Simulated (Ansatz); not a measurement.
# CHClO: the cost of one run

Computed with Ansatz 0.2.0 (the levels named in each step, unless a step's input says otherwise).

### Step 1. The structure to begin with

Bond lengths: O1–C2 1.180 Å, C2–Cl3 1.737 Å, C2–H4 1.096 Å. Angles: O1–C2–Cl3 123.2°, O1–C2–H4 126.2°, Cl3–C2–H4 110.6°.

Coordinates:

```xyz
4

O    -1.4466   -0.7364   -0.0036
C    -0.7855    0.2412   -0.0039
Cl    0.9518    0.2144    0.0032
H    -1.1548    1.2734   -0.0085
```

### Step 2. A rough first relaxation, PBE-D4/def2-SVP

This run stands in another session on the same molecule. It ended at:

```xyz
4

O    -1.4719   -0.7507   -0.0035
C    -0.7973    0.2312   -0.0039
Cl    0.9934    0.2233    0.0035
H    -1.1594    1.2889   -0.0089
```

### Step 3. Relaxation, PBE0-D4/def2-TZVPP

This run stands in another session on the same molecule. It ended at:

```xyz
4

O    -1.4554   -0.7351   -0.0036
C    -0.7926    0.2370   -0.0039
Cl    0.9688    0.2189    0.0036
H    -1.1559    1.2719   -0.0088
```

### Step 4. Relaxation, CCSD(T)/cc-pV(T+d)Z

File input.yaml:

```yaml
crystal:
  periodic: [false, false, false]
  atoms:
    - { symbol: O, position_ang: [-1.45537359, -0.73511281, -0.00359119] }
    - { symbol: C, position_ang: [-0.79263355, 0.23696812, -0.003942] }
    - { symbol: Cl, position_ang: [0.96876072, 0.21886605, 0.00356677] }
    - { symbol: H, position_ang: [-1.15591358, 1.27191864, -0.00883357] }
basis:
  gaussian: { orbitals: "cc-pV(T+d)Z.json" }
correlation:
  method: ccsd_t
relax:
  f_tol: 0.002
  max_steps: 40
```

Started as:

```
> ansatz run input.yaml --threads 4 --pin off --max-ram 10240MiB --backend cpu --events-out ev --progress --plain --runs-dir out
```

**Question.** How long does this run take on 4 threads of AMD EPYC (Zen 3), shared host, and how much memory does it need?

About 12 min, with a peak of 0.79 GiB.
